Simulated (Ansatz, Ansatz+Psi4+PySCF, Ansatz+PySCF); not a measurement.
```xyz
5

N     0.0000    0.0000   -2.2081
H     0.9373    0.0000   -1.8265
H    -0.4687   -0.8117   -1.8265
H    -0.4687    0.8117   -1.8265
Li    0.0000    0.0000    2.1403
```

Basis set: cc-pVTZ on H, N; cc-pCVTZ on Li (spherical functions). Correlated methods keep 1 orbital frozen. Charge 0, multiplicity 2.

Computed with Ansatz (development build ahead of 0.2.0); each method stands on the lowest determinant of its kind that the runs found.

The atomization energy at this shape (free ground-state atoms in the same class of orbitals less the molecule, no zero-point energy) of doublet LiNH3:

```json
{"method": "UHF-CCSD(T)", "atomization energy": "12.53 eV"}
```

(1) What does UHF-MP2 give?

Results:

(1) 12.47 eV. Caution: the shape is not the minimum.
